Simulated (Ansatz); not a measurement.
**CHF (triplet): wave-function methods side by side, def2-QZVPP**

The task here is to estimate one member of a computed series from the others.

Computed with Ansatz 0.2.0, Gaussian basis. Level: def2-QZVPP, core rule «outside noble gas», up to 2 orbitals frozen.

The runs, in order: UHF; ROHF; CCSD(T) on UHF.

2 further runs of the same task are left out: 2 set aside as unsound or not needed.

### What is computed

The geometry is a PBE0/def2-TZVP stationary point (not a proven minimum) of the parent state, kept for this charge and spin.

3 atoms, charge 0, spin multiplicity 3.

Atoms are counted from 1 here; the program's logs count them from 0.

Bond lengths: C1–F2 1.301 Å, C1–H3 1.126 Å. Angles: F2–C1–H3 102.3°.

The first run:

in.yaml

```yaml
crystal:
  periodic: [false, false, false]
  atoms:
    - {symbol: C, position_ang: [0.000000, -0.163885, 0.747173]}
    - {symbol: F, position_ang: [0.000000, 0.056933, -0.534482]}
    - {symbol: H, position_ang: [0.000000, 0.879752, 1.170931]}
basis:
  gaussian: {orbitals: "def2-QZVPP.json"}
magnetization: {spin_polarized: true, initial_magnetization: 2}
hamiltonian: {xc: hf}
output: {orbitals: {seedname: orbitals}}
```

Started as:

```bash
$ ansatz run in.yaml --threads 1 --pin off --events-out ev --progress --plain --max-ram 2393MiB
```

Steps of the session up to this table: UHF; ROHF; CCSD(T) on UHF.

One table of the session follows, with a row left open; its other results are not shown here.

```
  method  from UCCSD(T) (kJ/mol)
    ROHF                 +1101.7
     UHF                 +1090.8
    UMP2                   +65.0
   UCCSD                       ?
UCCSD(T)                       0
```

Q: Estimate the row for UCCSD from the others.

**Answer.** from UCCSD(T) (kJ/mol): +35.7. In the column «from UCCSD(T) (kJ/mol)» it lies between UCCSD(T) (0) and UMP2 (+65.0).
